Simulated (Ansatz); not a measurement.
## How the elastic constant C13 of litharge PbO moves with the method

No measured value is used here.

| level (code) | value (GPa) | cell (Å³/atom) |
|---|---|---|
| LDA (Ansatz) | 19.2 | 19.02 |
| PBEsol (Ansatz) | 12.6 | 20.22 |
| r²SCAN (Ansatz) | 10.8 | 21.19 |

Density-functional levels without +SOC have no spin–orbit coupling. LDA: LDA has no dispersion term either, though it tends to give short spacings of layers, chains or molecules. PBEsol, r²SCAN: the cell comes from a level without a dispersion term, which matters for the spacing of layers, chains or molecules. Each level is taken at its own relaxed cell. Cutoffs differ between the levels. Ansatz's density-functional and Hartree–Fock values are scalar-relativistic unless marked +SOC, with PAW data made under PBE.

Ansatz is an electronic-structure program.
